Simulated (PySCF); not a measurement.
**NaP: one state, many levels of theory**

State: ³Σ⁻ (triplet), unpaired electrons π ↑↑. Set-up: PySCF, spin-free X2C with a Gaussian nucleus, basis sets Na x2c-SVPall, P x2c-SVPall. De refers to Na + P in their high-spin ground configurations, without counterpoise correction. The functionals are run spin-unrestricted. A positive dipole means Na(−)P(+).

```tsv
Level	Re (Å)	ωe (cm⁻¹)	De (eV)	μ (D)
ROHF	2.691	283	0.024	-8.30
ROHF-MP2	2.695	274	0.63	n/a
ROHF-SCS-MP2	2.700	271	0.67	n/a
ROHF-CCSD	2.722	254	0.69	n/a
ROHF-CCSD(T)	2.733	248	0.75	n/a
LDA	2.636	276	1.62	-5.70
PBE	2.683	264	1.40	-5.90
revPBE	2.708	258	1.33	-6.09
r²SCAN	2.694	262	1.30	-6.63
PBE0	2.668	274	1.27	-6.74
M06-2X	2.645	288	1.43	-6.97
ωB97X	2.649	288	1.45	-7.96
```

The bond length runs from 2.636 Å (LDA) to 2.733 Å (ROHF-CCSD(T)). De spans 0.02 eV (ROHF, mean field) to 1.62 eV (LDA, local density). Correlation at CCSD(T) changes the Hartree–Fock bond energy by +0.73 eV; the triples alone change it by +0.06 eV.

Correlated steps freeze 6 core orbitals. Correlated levels converge slowly with the basis: in double zeta they bind strong bonds too weakly, by up to about 1 eV, and carry superposition errors of some tenths. The state was picked by a PBE0 search and need not be the measured ground state.
